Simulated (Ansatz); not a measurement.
Complex (SMILES): Cl (HCl) with Cl (HCl), atoms 1 to 2 the first; geometry from NCB31 set, monomers rigid:
```xyz
4

Cl     1.8608    -0.0654    -0.0001
H      1.7539     1.2110     0.0003
Cl    -1.9253     0.0056    -0.0001
H     -0.6584    -0.1937     0.0025
```

Interaction energy at MP2 with Ansatz (a first-principles code), kcal/mol, without and with the counterpoise correction (monomers among the partner's ghost functions). Cartesian d functions, on some or all atoms, in 6-311+G**; all else is spherical. Cores are frozen. No added dispersion term, no relativity. Reference, counterpoise-corrected: Hartree-Fock in aug-cc-pV(5+d)Z plus the correlation part extrapolated as X^-3 from aug-cc-pV(Q+d)Z and aug-cc-pV(5+d)Z, -2.25.

| basis | functions | uncorrected | counterpoise | counterpoise correction | mean of both |
|---|---|---|---|---|---|
| STO-3G | 20 | -1.24 | -0.17 | 1.08 | -0.70 |
| 6-31G | 30 | -0.87 | -0.24 | 0.63 | -0.55 |
| 6-311+G** | 74 | -1.71 | -0.69 | 1.02 | -1.20 |
| def2-TZVP | 86 | -1.91 | -1.51 | 0.40 | -1.71 |
| cc-pV(T+d)Z | 106 | -2.03 | -1.70 | 0.34 | -1.87 |
| def2-TZVPD | 110 | -2.12 | -1.67 | 0.45 | -1.89 |
| def2-TZVPP | 112 | -2.14 | -1.69 | 0.44 | -1.91 |
| jun-cc-pV(T+d)Z | 124 | -2.05 | -1.81 | 0.24 | -1.93 |
| aug-pcseg-2 | 146 | -2.79 | -1.88 | 0.92 | -2.34 |
| cc-pV(Q+d)Z | 188 | -2.17 | -2.01 | 0.16 | -2.09 |
| def2-QZVPP | 200 | -2.15 | -2.02 | 0.13 | -2.08 |
| pcseg-4 | 332 | -2.28 | -2.14 | 0.14 | -2.21 |

The corrected value lies nearer the reference in 1 of 12 rows.
